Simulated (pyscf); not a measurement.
Elementary routes open to `[CH4]` + `[Cl][ZnH]` in the gas phase (singlet surface):
A. `[CH3][Zn][Cl]` + `[H][H]` (C–H, H–Zn broken; C–Zn, H–H formed)
B. `[CH3][ZnH]` + `[ClH]` (C–H, Cl–Zn broken; C–Zn, Cl–H formed)

Structures and frequencies: ωB97X-D3(BJ)/def2-SVP in PySCF.

### Question
Rank the routes by free-energy barrier at 600 K, lowest first, for ωB97M-D3(BJ)/def2-TZVP energies (ideal gas, 1 atm, RRHO with modes under 100 cm⁻¹ raised to 100, one conformer, R ln 2 for chiral ones without a mode under 150 cm⁻¹).

### Answer
B (61.5 kcal/mol), A (70.4 kcal/mol)

Route B is the fastest of these, ahead of the next by 9.0 kcal/mol. The most stable products are those of A (ΔG = +8.1 kcal/mol), whose barrier is 9.0 kcal/mol higher: the kinetic and the thermodynamic product differ. At 1200 K B is still the fastest. Only these routes are compared; each barrier is that of the saddle found, and lower ones may exist. Elements up to Kr have no core potential and no relativistic terms here.
